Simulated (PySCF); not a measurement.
Nitrosyl fluoride, FNO.
InChI=1S/FNO/c1-2-3

The closed-shell ground state was solved at several levels (PySCF, density fitting, gas phase, non-relativistic). Isolated species at its PBE0-D3(BJ)/def2-SVP geometry, gas phase.

```tsv
level	basis functions	HOMO (eV)	LUMO (eV)	gap (eV)	dipole (D)
B3LYP/pcJ-2	153	-9.58	-3.64	5.94	1.16
B3LYP/pcJ-0	39	-8.58	-3.35	5.23	0.83
B97-2/pcJ-1	81	-9.39	-3.32	6.07	1.11
PBE/pcJ-1	81	-7.85	-4.31	3.54	0.95
B3LYP/def2-TZVP	93	-9.53	-3.59	5.94	1.10
KT2/pcJ-1	81	-8.05	-4.19	3.86	1.00
CAM-B3LYP/pcJ-1	81	-11.14	-1.88	9.26	1.11
```

(1) Estimate the row for HF/pcJ-1, a basis of 81 functions; the other rows only guide the guess.

(2) Over all these levels, which gives the widest orbital gap and which the narrowest?

(3) How much does the basis alone move the frontier levels among the 3 B3LYP rows?

(4) In the pcJ-1 basis, how does the gap go with the fixed share of exact exchange?

(5) How far do the dipole and the HOMO energy spread over the levels?

Results:

(1) HOMO -14.08 eV, LUMO 1.62 eV, gap 15.70 eV, dipole 1.36 D.

(2) HF/pcJ-1 (Hartree–Fock, all exact exchange) has the widest, 15.70 eV, and PBE/pcJ-1 (GGA) the narrowest, 3.54 eV. The two share the basis. From the narrowest to the widest the HOMO moves by -6.23 eV and the LUMO by +5.93 eV.

(3) The HOMO by 1.00 eV and the LUMO by 0.29 eV. By rising basis size (HOMO, LUMO in eV): pcJ-0 -8.58, -3.35; def2-TZVP -9.53, -3.59; pcJ-2 -9.58, -3.64.

(4) PBE (0 %) 3.54 eV; KT2 (0 %) 3.86 eV; B97-2 (21 %) 6.07 eV; HF (100 %) 15.70 eV. Each rise in the share widens the gap here.

(5) The dipole runs from 0.83 to 1.36 D (mean 1.08 D) and the HOMO from -14.08 to -7.85 eV.
